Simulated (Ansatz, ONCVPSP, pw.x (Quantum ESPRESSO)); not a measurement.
# pw.x on diamond Ge: one setting changed

Potential: optimised norm-conserving Vanderbilt (ONCV), ONCVPSP 4.0.1.1 (patched build), PBE; core [Ar] 3d10, reference 4s2 4p2; waves: 4s: rc 1.65 bohr, ncon 5, nbas 9, qcut 4.8 1/bohr, 1 projector; 4p: rc 2.30 bohr, ncon 3, nbas 7, qcut 2.9 1/bohr, 1 projector; d scattering state at 0.45 Ha: rc 2.25 bohr, ncon 3, nbas 7, qcut 3.7 1/bohr, 1 projector; local part: polynomial inside 1.35 bohr (lpopt 5, dvloc0 0 Ha); core correction: none.

The reference run (k-mesh 8³, cutoffs 35/140 Ry, Fermi–Dirac 0.01 Ry, mixing_beta 0.4, conv_thr 1e-9, no spin) gives -0.33 GPa at 23.951 Å³/atom, where all-electron LAPW gives 0.00 GPa. This run, with its own iteration cap, changes mixing_beta to 0.9.

```
&control
  calculation='scf', prefix='x', pseudo_dir='./', outdir='./tmp', tstress=.true., disk_io='none'
/
&system
  ibrav=0, nat=2, ntyp=1, ecutwfc=35, ecutrho=140, nbnd=11,
  occupations='smearing', smearing='fd', degauss=0.01
/
&electrons
  conv_thr=1e-09, mixing_beta=0.9, electron_maxstep=50
/
ATOMIC_SPECIES
Ge 1.0 Ge.UPF
CELL_PARAMETERS angstrom
  0.00000000 2.88253474 2.88253474
  2.88253474 0.00000000 2.88253474
  2.88253474 2.88253474 0.00000000
ATOMIC_POSITIONS crystal
Ge 0.0000 0.0000 0.0000
Ge 0.2500 0.2500 0.2500
K_POINTS automatic
8 8 8 0 0 0
```

```bash
pw.x < Ge.scf.in > Ge.scf.out
```

Question: How does the run end?

Answer: It converges in 5 iterations; the free energy moves by +0.0 meV/atom and the pressure by +0.00 GPa. The result is that of the reference run.

```
Message from routine setup:
     using ibrav=0 with symmetry is DISCOURAGED, use correct ibrav instead
     lattice parameter (alat)  =       7.7035  a.u.
     unit-cell volume          =     323.2587 (a.u.)^3
     number of electrons       =         8.00
     number of Kohn-Sham states=           11
     kinetic-energy cutoff     =      35.0000  Ry
     charge density cutoff     =     140.0000  Ry
     scf convergence threshold =      1.0E-09
     Exchange-correlation= PBE
     number of k points=    29  Fermi-Dirac smearing, width (Ry)=  0.0100
     iteration #  1     ecut=    35.00 Ry     beta= 0.90
     total energy              =     -15.76441762 Ry
     estimated scf accuracy    <       0.03060202 Ry
     iteration #  2     ecut=    35.00 Ry     beta= 0.90
     total energy              =     -15.76585226 Ry
     estimated scf accuracy    <       0.00043382 Ry
     iteration #  3     ecut=    35.00 Ry     beta= 0.90
     total energy              =     -15.76596080 Ry
     estimated scf accuracy    <       0.00000863 Ry
     iteration #  4     ecut=    35.00 Ry     beta= 0.90
     total energy              =     -15.76596242 Ry
     estimated scf accuracy    <       0.00000004 Ry
     iteration #  5     ecut=    35.00 Ry     beta= 0.90
     the Fermi energy is     5.1914 ev
!    total energy              =     -15.76596248 Ry
     estimated scf accuracy    <          6.3E-10 Ry
     smearing contrib. (-TS)   =      -0.00089391 Ry
     The total energy is F=E-TS. E is the sum of the following terms:
     one-electron contribution =       3.47947707 Ry
     hartree contribution      =       1.20632282 Ry
     xc contribution           =      -4.62828993 Ry
     ewald contribution        =     -15.82257853 Ry
     convergence has been achieved in   5 iterations
          total   stress  (Ry/bohr**3)                   (kbar)     P=       -3.32
     Message from routine punch:
     Nothing written, as per user request (disk_io='none')
```

The run took about 6.3 s on one core of a shared host (AMD EPYC 7R43 64-Core Processor, 256 threads, 1004 GiB, load 167).
